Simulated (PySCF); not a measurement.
## Ionisation energy of O by level of theory

O [He] 2s2 2p4 (3P) → O⁺ [He] 2s2 2p3 (4S), as a difference of total energies. Computed with PySCF 2.14 in cc-pVTZ-DK (4s3p2d1f, 30 functions), with the spin-free X2C one-electron Hamiltonian (Gaussian nucleus). Correlated levels: valence: 1s2 frozen. The calculations carry no spin-orbit coupling.

Problem. Order these methods by the ionisation energy they give, lowest first.
A. CCSD(T) (valence)
B. MN15
C. UHF
D. CCSD (valence)

Solution. C (12.001 eV), D (13.269 eV), A (13.305 eV), B (13.869 eV).

Errors of the correlated levels include the incompleteness of this basis and the frozen core.

For comparison: 13.608 eV (measured; NIST levels, between the centres of gravity of the two terms).
